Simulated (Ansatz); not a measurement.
```yaml
atoms:
  - { symbol: C, position_ang: [0.0000, 0.0000, 0.5877] }
  - { symbol: C, position_ang: [0.0000, 1.2669, -0.2602] }
  - { symbol: C, position_ang: [0.0000, -1.2669, -0.2602] }
  - { symbol: H, position_ang: [-0.8769, 0.0000, 1.2447] }
  - { symbol: H, position_ang: [0.8769, 0.0000, 1.2447] }
  - { symbol: H, position_ang: [0.0000, 2.1662, 0.3621] }
  - { symbol: H, position_ang: [0.0000, -2.1662, 0.3621] }
  - { symbol: H, position_ang: [0.8836, 1.3042, -0.9044] }
  - { symbol: H, position_ang: [-0.8836, 1.3042, -0.9044] }
  - { symbol: H, position_ang: [-0.8836, -1.3042, -0.9044] }
  - { symbol: H, position_ang: [0.8836, -1.3042, -0.9044] }
```

Basis set: pcseg-2 (spherical functions). Charge 0, multiplicity 1.

Computed with Ansatz (development build ahead of 0.2.0); free ground-state atoms in the same class of orbitals, no zero-point energy, no relativity. Restricted functionals stand beside restricted open-shell atoms, which can lie above the unrestricted atoms usual in DFT and then raise those values.

The atomization energy of singlet C3H8 from measured heats of formation, zero-point and thermal terms removed is 43.642 eV (G2/97 set, Curtiss et al., J. Chem. Phys. 106, 1063 (1997), as shipped with ASE); it holds spin-orbit and other relativistic effects.

How far do PBE0 (restricted), PBE (restricted) miss it in this basis?

| method | atomization energy (eV) | computed − measured (eV) |
| --- | --- | --- |
| PBE0 (restricted) | 43.874 | 0.232 |
| PBE (restricted) | 44.134 | 0.492 |
